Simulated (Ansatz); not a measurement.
Two isomers of C3H4FN: A = `N=C=CCF`, B = `N=C1CC1F`.

Computed with Ansatz on PBE0-D4/def2-TZVP structures; ΔE is electronic, products minus reactants. CCSD(T)/CBS adds triple-zeta CCSD(T) − MP2 to the extrapolated MP2 energy (def2 sets, frozen cores). DFT in def2-TZVPP. B3LYP here is the variant with VWN-RPA as its local correlation; programs differ in this. Each species was taken in one conformer, which may not be the lowest.

(1) Which is lower in electronic energy at CCSD(T)/CBS, and by how much? (Best estimate.)

(2) Give E(B) − E(A) in kcal/mol with HF/def2-TZVPP, PBE0-D4, CCSD(T)/def2-TZVPP, r2SCAN-D4, B3LYP, CCSD(T)/def2-SVP, CCSD/def2-TZVPP. (An estimate is asked.)

(3) Does the order hold for the free energy at 298.15 K (harmonic terms from PBE0-D4)? (Estimate.)

Largest T1 diagnostic: 0.013.

Results:

(1) The calculation gave: A, by 15.4 kcal/mol.

(2) Computed: HF/def2-TZVPP 18.8, PBE0-D4 13.3, CCSD(T)/def2-TZVPP 15.4, r2SCAN-D4 15.7, B3LYP 18.0, CCSD(T)/def2-SVP 13.9, CCSD/def2-TZVPP 15.3. None reverses the order clearly.

(3) The calculation gave: Yes: G(B) − G(A) = +16.7 kcal/mol, for one conformer each.

At CCSD(T), def2-SVP lies −1.6 kcal/mol from the extrapolated value and def2-TZVPP −0.0 kcal/mol. From PBE to PBE0 (25 % exact exchange), in def2-TZVPP and without D4, E(B) − E(A) moves by −1.1 kcal/mol.
